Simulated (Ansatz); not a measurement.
A ladder of methods for PH3 (phosphine)

The species is PH3 (4 atoms), meant as a singlet with charge 0. SMILES: `P`. Geometry: optimised at r2SCAN/def2-SVP.

| atom | x (Å) | y (Å) | z (Å) |
| --- | --- | --- | --- |
| P | 0.3517 | -0.3319 | -0.3383 |
| H | 0.6310 | -0.0326 | 1.0313 |
| H | -1.0098 | -0.6632 | -0.0559 |
| H | 0.0272 | 1.0277 | -0.6370 |

Each level gives the adiabatic electron affinity (to the doublet anion, shapes relaxed at r2SCAN/def2-SVP, no zero-point term) (eV). The values are calculated.

The electron affinity is E(neutral) − E(anion): positive where the electron is bound.

```csv
level,kind,program,value (eV),less CCSD(T)/def2-TZVPP,CPU time (all runs)
SVWN5/def2-TZVPP,LDA,Ansatz,-1.90,+0.39,1 s
BLYP/def2-TZVPP,GGA,Ansatz,-1.95,+0.34,1.7 s
PBE0-D4/def2-TZVPP,global hybrid,Ansatz,-1.96,+0.33,1.7 s
wB97M-V/def2-TZVPP,range-separated hybrid,Ansatz,-2.16,+0.13,7.9 s
B2PLYP/def2-TZVPP,double hybrid,Ansatz,-2.15,+0.14,3.4 s
RPA@PBE/def2-TZVPP,RPA,Ansatz,-1.95,+0.34,2.6 s
MP2/def2-TZVPP,perturbation theory,Ansatz,-2.37,-0.08,0.87 s
CCSD(T)/def2-TZVPP,coupled cluster or CI,Ansatz,-2.29,0.00,5.8 s
```

CCSD(T)/def2-TZVPP is the highest level here, not the true value. The values span -2.37 to -1.90 eV. Negative values mean that the anion is unbound at that level; they are set by how diffuse the basis is and aren't properties of the molecule, whose anion may well be bound. In so small a basis fixed costs decide the times, and correlated methods can beat functionals. CPU times are rough (shared hosts, several kinds of processor and program).
